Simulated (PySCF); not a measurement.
Spin-rotation constants: SMILES C=P(C)(C)C, C$_{4}$H$_{11}$P

Cartesian coordinates in Å; atom numbers follow the order of the lines, from 1:
```xyz
16

C     0.2086    1.4120    1.4242
P     0.0919    0.2315    0.2027
C     1.3408   -0.3613   -1.0797
C    -1.3138    0.6531   -0.8808
C    -0.3671   -1.3560    0.9757
H     0.9827    1.1522    2.1448
H     0.3925    2.3975    0.9985
H     0.9456   -1.1407   -1.7269
H     2.2195   -0.7370   -0.5558
H     1.6418    0.4929   -1.6857
H    -1.0655    1.5427   -1.4571
H    -2.1677    0.8731   -0.2434
H    -1.5462   -0.1650   -1.5600
H    -0.6106   -2.1054    0.2249
H     0.4628   -1.7085    1.5855
H    -1.2231   -1.1722    1.6217
```

The calculation used PySCF, GIAO KT3/pcSseg-1 magnetisability, rotational g tensor and spin-rotation constants, non-relativistic, gas phase. Geometry: GFN2-xTB.

Give the nuclear spin-rotation constants along the inertial axes (H = +C I·J) beside the isotropic shieldings.

Rotational constants 3.7810, 3.4409, 3.1787 GHz. A star marks the isotopologue with that one atom substituted, in its own axes.
```csv
atom,isotope,Caa (kHz),Cbb (kHz),Ccc (kHz),mean (kHz),σ (ppm)
P2,31P,5.522,5.761,4.235,5.173,359.0
H6,1H,-0.395,-0.114,-0.239,-0.249,31.9
H7,1H,-0.397,-0.110,-0.241,-0.249,31.9
H8,1H,-0.123,-0.387,-0.147,-0.219,30.1
H9,1H,-0.420,-0.088,-0.214,-0.241,30.8
H10,1H,-0.419,-0.090,-0.214,-0.241,30.8
H11,1H,-0.459,0.010,-0.237,-0.229,30.1
H12,1H,-0.105,-0.358,-0.205,-0.223,30.4
H13,1H,-0.111,-0.382,-0.206,-0.233,30.7
H14,1H,-0.100,-0.383,-0.216,-0.233,30.8
H15,1H,-0.460,0.010,-0.237,-0.229,30.1
H16,1H,-0.115,-0.359,-0.196,-0.223,30.3
C1,13C*,0.511,0.379,0.360,0.417,184.6
C3,13C*,0.500,0.585,0.531,0.539,158.7
```
For the geometry as given, no vibrational averaging.

How do the rotational constants and the g tensor change when H6, H7, H8, H9, H10, H11, H12, H13, H14, H15, H16 are replaced by deuterium?

Constants 2.8776, 2.6914, 2.4885 GHz; g 0.0058, -0.0126, -0.0069, against 0.0076, -0.0158, -0.0086 before.
